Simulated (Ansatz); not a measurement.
# AlH₃ (singlet): the correlation ladder at a displaced geometry (v2), cc-pVDZ

One table from this session's results is given with a row withheld; the runs are named, their logs left out.

Program: Ansatz 0.2.0, Gaussian basis. Level of theory: cc-pVDZ, core rule «outside noble gas», up to 5 orbitals frozen. These are calculated values, not measurements.

To be run: UHF; CCSD(T) on RHF; BCCD(T) on RHF; CISD; CCSDT(Q) on RHF; CCSDTQ on RHF; Full CI.

25 further runs of the same task are left out: 8 for a known fault of the program, 6 that didn't finish, 11 set aside as unsound or not needed.

## What is computed

The geometry is a PBE0/def2-TZVP stationary point (not a proven minimum) with its atoms shifted at random (size 0.100 Å).

4 atoms, charge 0, spin multiplicity 1.

Atoms are counted from 1 here; the program's logs count them from 0.

Bond lengths: Al1–H2 1.421 Å, Al1–H3 1.612 Å, Al1–H4 1.658 Å. Angles: H2–Al1–H3 122.7°, H2–Al1–H4 119.2°, H3–Al1–H4 118.1°.

Set-up of the first run:

File in.yaml:

```yaml
crystal:
  periodic: [false, false, false]
  atoms:
    - {symbol: Al, position_ang: [0.008676, 0.003191, -0.001231]}
    - {symbol: H, position_ang: [1.429578, 0.026616, 0.010280]}
    - {symbol: H, position_ang: [-0.885501, 1.344935, -0.000607]}
    - {symbol: H, position_ang: [-0.776322, -1.456973, 0.023270]}
basis:
  gaussian: {orbitals: cc-pVDZ}
magnetization: {spin_polarized: true, initial_magnetization: 0}
hamiltonian: {xc: hf}
output: {orbitals: {seedname: orbitals}}
```

Launch:

```console
> ansatz run in.yaml --threads 1 --pin off --events-out ev --progress --plain --max-ram 2393MiB
```

Steps of the session up to this table: UHF; CCSD(T) on RHF; BCCD(T) on RHF; CISD; CCSDT(Q) on RHF; CCSDTQ on RHF; Full CI.

One of the session's tables, all rows but one given; the rest of the session is left out.

It belongs to the step «Misses and costs». 

```
   method  from FCI (meV)
      RHF         +2797.7
     RMP2          +702.6
     CISD          +134.1
    RCCSD               ?
 RCCSD(T)           +11.0
  BCCD(T)           +10.8
   RCCSDT            +0.9
RCCSDT(Q)            +0.2
  RCCSDTQ             0.0
      FCI               0
```

**Question.** Estimate the row for RCCSD.

**Answer.** from FCI (meV): +40.5. In the column «from FCI (meV)» it lies between RCCSD(T) (+11.0) and CISD (+134.1).
